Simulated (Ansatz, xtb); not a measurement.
## Relaxing a trial structure of CHBO−

The starting geometry of this gas-phase doublet has its atoms placed at random.

```xyz
4

C     0.0179   -0.6997   -1.3399
B     0.7354    0.9306    0.7942
O     0.4964    0.5934   -1.0443
H     1.4417    0.8495   -0.0349
```

One run relaxed it with r2SCAN-D4/def2-SVPD. What is a likely outcome?

It ends as a structure given below by its coordinates. Distances that change by over a tenth: C1–O3 (1.41 → 1.64 Å), B2–H4 (1.09 → 1.22 Å). Contacts that close: C1–B2 (2.78 → 1.48 Å), B2–O3 (1.88 → 1.37 Å).

The energy falls by 5.17 eV over 18 steps:

```json
{"step": "1", "E − E(last) (eV)": "5.166"}
{"step": "3", "E − E(last) (eV)": "2.727"}
{"step": "5", "E − E(last) (eV)": "2.189"}
{"step": "7", "E − E(last) (eV)": "1.403"}
{"step": "9", "E − E(last) (eV)": "0.880"}
{"step": "10", "E − E(last) (eV)": "0.579"}
{"step": "12", "E − E(last) (eV)": "0.357"}
{"step": "14", "E − E(last) (eV)": "0.043"}
{"step": "16", "E − E(last) (eV)": "0.001"}
{"step": "18", "E − E(last) (eV)": "0.000"}
```

Final geometry (Å):

```xyz
4

C     0.0092   -0.6689   -0.6515
B     0.8698    0.4467   -0.1896
O     0.1220    0.8504   -1.2624
H     1.6904    1.0456    0.4785
```

From the same start GFN2-xTB ends elsewhere, differing in C1–B2 (2.56 against 1.48 Å here).

From so rough a start the end depends on the optimiser's path, so another program may land elsewhere. No frequencies were run, so the end isn't proven a minimum. Open shells are spin-unrestricted. Run with Ansatz 0.2.0, 90 s on 1 thread of Arm Neoverse V1 (shared host).
